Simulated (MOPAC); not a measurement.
MOPAC input (PM3):

```
PM3 1SCF GEO-OK AUX(PRECISION=9) THREADS=1
CCl4

C    -0.00000000 1    0.00000000 1   -0.00000000 1
Cl    1.03270813 1    1.04102812 1    1.00808710 1
Cl   -1.00558480 1   -1.02967179 1    1.04644180 1
Cl   -1.04891159 1    1.01361708 1   -1.01923016 1
Cl    1.02178826 1   -1.02497341 1   -1.03529874 1
```

Output:

```
 *******************************************************************************
 **                                                                           **
 **                              MOPAC v23.2.5                                **
 **                                                                           **
 *******************************************************************************
 ** MOPAC's Digital Object Identifier: https://doi.org/10.5281/zenodo.6511958 **
 **                                                                           **
 ** Please cite the open-source release paper for use of this MOPAC version:  **
 ** J. E. Moussa and J. J. P. Stewart (2026)                                  **
 ** MOPAC: An open-source semiempirical molecular orbital program             **
 ** J. Open Source Softw., 11(119), 8025, https://doi.org/10.21105/joss.08025 **
 *******************************************************************************

                              PM3 CALCULATION RESULTS

 *******************************************************************************
 *  PM3        - The PM3 Hamiltonian to be used
 *  GEO-OK     - OVERRIDE INTERATOMIC DISTANCE AND OTHER SAFETY CHECKS
 *  1SCF       - DO 1 SCF AND THEN STOP
 *  AUX        - OUTPUT AUXILIARY INFORMATION
 *******************************************************************************
PM3 1SCF GEO-OK AUX(PRECISION=9) THREADS=1
 CCl4

   ATOM   CHEMICAL          X               Y               Z
  NUMBER   SYMBOL      (ANGSTROMS)     (ANGSTROMS)     (ANGSTROMS)

     1       C         -0.00000000  *   0.00000000  *  -0.00000000  *
     2      Cl          1.03270813  *   1.04102812  *   1.00808710  *
     3      Cl         -1.00558480  *  -1.02967179  *   1.04644180  *
     4      Cl         -1.04891159  *   1.01361708  *  -1.01923016  *
     5      Cl          1.02178826  *  -1.02497341  *  -1.03529874  *

          CARTESIAN COORDINATES

    NO.       ATOM           X           Y           Z

     1         C         -0.0000      0.0000     -0.0000
     2        Cl          1.0327      1.0410      1.0081
     3        Cl         -1.0056     -1.0297      1.0464
     4        Cl         -1.0489      1.0136     -1.0192
     5        Cl          1.0218     -1.0250     -1.0353

  C: (PM3): J. J. P. STEWART, J. COMP. CHEM. 10, 209 (1989).
 Cl: (PM3): J. J. P. STEWART, J. COMP. CHEM. 10, 209 (1989).

           Empirical Formula: C Cl4  =     5 atoms

      MOLECULAR POINT GROUP   :   Td

      RHF CALCULATION, NO. OF DOUBLY OCCUPIED LEVELS = 16

 -------------------------------------------------------------------------------
 PM3 1SCF GEO-OK AUX(PRECISION=9) THREADS=1
 CCl4

     1SCF WAS SPECIFIED, SO BFGS WAS NOT USED
     SCF FIELD WAS ACHIEVED

                              PM3 CALCULATION
                                                       MOPAC v23.2.5 Linux

          FINAL HEAT OF FORMATION =        -24.70118 KCAL/MOL =    -103.34972 KJ/MOL

          COSMO AREA              =        132.90 SQUARE ANGSTROMS
          COSMO VOLUME            =        127.19 CUBIC ANGSTROMS

          IONIZATION POTENTIAL    =         11.020460 EV
          HOMO LUMO ENERGIES (EV) =        -11.020 -0.796
          NO. OF FILLED LEVELS    =         16
          MOLECULAR WEIGHT        =        153.8230         POINT GROUP:  Td

          MOLECULAR DIMENSIONS (Angstroms)

            Atom       Atom       Distance
           Cl     4   Cl     2     2.90584
           Cl     3   Cl     5     2.90584
           Cl     3   Cl     4     2.05474

          SCF CALCULATIONS        =          1

   ATOM   CHEMICAL          X               Y               Z
  NUMBER   SYMBOL      (ANGSTROMS)     (ANGSTROMS)     (ANGSTROMS)

     1       C         -0.00000000  *   0.00000000  *  -0.00000000  *
     2      Cl          1.03270813  *   1.04102812  *   1.00808710  *
     3      Cl         -1.00558480  *  -1.02967179  *   1.04644180  *
     4      Cl         -1.04891159  *   1.01361708  *  -1.01923016  *
     5      Cl          1.02178826  *  -1.02497341  *  -1.03529874  *

                             CARTESIAN COORDINATES

   1    C       -0.000000000     0.000000000    -0.000000000
   2   Cl        1.032708130     1.041028120     1.008087100
   3   Cl       -1.005584800    -1.029671790     1.046441800
   4   Cl       -1.048911590     1.013617080    -1.019230160
   5   Cl        1.021788260    -1.024973410    -1.035298740

           Empirical Formula: C Cl4  =     5 atoms

      MOLECULAR POINT GROUP   :   Td

                  EIGENVALUES
 -58.80953 -54.01193 -54.01193 -54.01193 -22.97189 -15.58999 -15.58999 -15.58999
 -11.70229 -11.70229 -11.14683 -11.14683 -11.14683 -11.02046 -11.02046 -11.02046
  -0.79623   0.38713   0.38713   0.38713

              NET ATOMIC CHARGES AND DIPOLE CONTRIBUTIONS

  ATOM NO.   TYPE          CHARGE      No. of ELECS.   s-Pop       p-Pop
    1          C          -0.200513        4.2005     1.35474     2.84578
    2         Cl           0.050128        6.9499     1.98462     4.96525
    3         Cl           0.050128        6.9499     1.98462     4.96525
    4         Cl           0.050128        6.9499     1.98462     4.96525
    5         Cl           0.050128        6.9499     1.98462     4.96525
 DIPOLE           X         Y         Z       TOTAL
 POINT-CHG.     0.000    -0.000    -0.000     0.000
 HYBRID        -0.000     0.000     0.000     0.000
 SUM            0.000    -0.000    -0.000     0.000

          ATOMIC ORBITAL ELECTRON POPULATIONS

     Atom    s        px        py        pz
    1  C   1.35474   0.94859   0.94859   0.94859
    2 Cl   1.98462   1.65165   1.64628   1.66732
    3 Cl   1.98462   1.66889   1.65361   1.64275
    4 Cl   1.98462   1.64114   1.66383   1.66027
    5 Cl   1.98462   1.65865   1.65662   1.64998

 **********************
 *                    *
 * JOB ENDED NORMALLY *
 *                    *
 **********************

 == MOPAC DONE ==
```

The geometry given is a B3LYP-D3(BJ)/def2-TZVP minimum.
